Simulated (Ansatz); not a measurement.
One change: `NCS` becomes `CC(N)S`.

Ansatz, PBE0-D4/def2-TZVP geometries, multiplicity 1. Each molecule was computed in one conformer, which needn't be the lowest.

```csv
property,`NCS`
HOMO energy (B3LYP/def2-TZVPP) / eV,-6.70
HOMO energy (PBE0/def2-TZVPP) / eV,-6.94
HOMO–LUMO gap (ωB97M-V/def2-TZVPP) / eV,11.24
size of the dipole moment (PBE/def2-TZVPP) / D,2.49
LUMO energy (PBE0/def2-TZVPP) / eV,0.40
LUMO energy (B3LYP/def2-TZVPP) / eV,0.09
```

(1) Give the same properties after the change, and the shifts. (Best estimate.)

## Answers

(1) The calculation gave: 
```json
{"property": "HOMO energy (B3LYP/def2-TZVPP) / eV", "`CC(N)S`": "-6.48", "shift": "0.22"}
{"property": "HOMO energy (PBE0/def2-TZVPP) / eV", "`CC(N)S`": "-6.70", "shift": "0.24"}
{"property": "HOMO–LUMO gap (ωB97M-V/def2-TZVPP) / eV", "`CC(N)S`": "11.07", "shift": "-0.17"}
{"property": "size of the dipole moment (PBE/def2-TZVPP) / D", "`CC(N)S`": "2.63", "shift": "0.14"}
{"property": "LUMO energy (PBE0/def2-TZVPP) / eV", "`CC(N)S`": "0.47", "shift": "0.07"}
{"property": "LUMO energy (B3LYP/def2-TZVPP) / eV", "`CC(N)S`": "0.16", "shift": "0.07"}
```

With PBE0 the HOMO rises by 0.24 eV and the LUMO rises by 0.07 eV, so the gap narrows by about 0.17 eV. PBE moves the HOMO by 0.22 eV and ωB97M-V by 0.23 eV. The zero-point energy changes by 74.3 kJ/mol with +9 modes. Dipoles are sizes alone; their direction can turn.

B3LYP here is the variant with VWN-RPA as its local correlation; programs differ in this.
